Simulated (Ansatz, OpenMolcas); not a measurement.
**PF3 (phosphorus trifluoride): methods side by side**

PF3: 4 atoms, total charge 0, spin state singlet. SMILES: `FP(F)F`. The shape is that of a PBE0-D4/def2-TZVP optimisation.

```jsonl
{"atom": "F", "x (Å)": "0.8344", "y (Å)": "-0.6632", "z (Å)": "0.8745"}
{"atom": "P", "x (Å)": "-0.2975", "y (Å)": "0.3146", "z (Å)": "0.3923"}
{"atom": "F", "x (Å)": "-1.0619", "y (Å)": "-0.6965", "z (Å)": "-0.5369"}
{"atom": "F", "x (Å)": "0.5250", "y (Å)": "1.0452", "z (Å)": "-0.7300"}
```

Each level gives the energy change with the P2–F3 bond stretched from 1.572 to 2.358 Å (eV). The values are calculated.

```tsv
level	kind	program	value (eV)	less FCI/STO-3G	CPU time (all runs)
HF/STO-3G (restricted)	Hartree–Fock	OpenMolcas	4.55	+2.59	3.7 s
SVWN5/STO-3G (restricted)	LDA	OpenMolcas	2.57	+0.61	7.2 s
revPBE/STO-3G (restricted)	GGA	Ansatz	2.00	+0.04	2.7 s
BHLYP/STO-3G (restricted)	global hybrid	Ansatz	3.46	+1.50	2.5 s
CAM-B3LYP/STO-3G (restricted)	range-separated hybrid	Ansatz	3.07	+1.11	3 s
wB97M-V/STO-3G (restricted)	range-separated hybrid	Ansatz	3.16	+1.20	45 s
MP2/STO-3G (restricted)	perturbation theory	OpenMolcas	3.05	+1.09	3.2 s
SC-NEVPT2(2,2)/STO-3G	multireference	OpenMolcas	1.96	0.00	3.2 s
CCSDT/STO-3G (restricted)	coupled cluster or CI	Ansatz	1.97	+0.01	1.2 s
FCI/STO-3G	exact in the basis	Ansatz	1.96	0.00	2.7 s
```

FCI/STO-3G is exact within its basis and frozen core, so for wave-function methods in that basis the difference is their error; functionals converge differently with the basis, so for them it is only a difference. Spin-restricted single references rise too steeply as a bond breaks, Hartree–Fock most of all. Perturbation and coupled-cluster corrections on them can overshoot downwards. The first shape isn't each level's own minimum. The values span 1.96 to 4.55 eV. All rows use very small basis sets, so even the best lies far from the true value. Times are those of the runs behind each value, whatever else they computed, on shared processors of several kinds: orders of magnitude only.
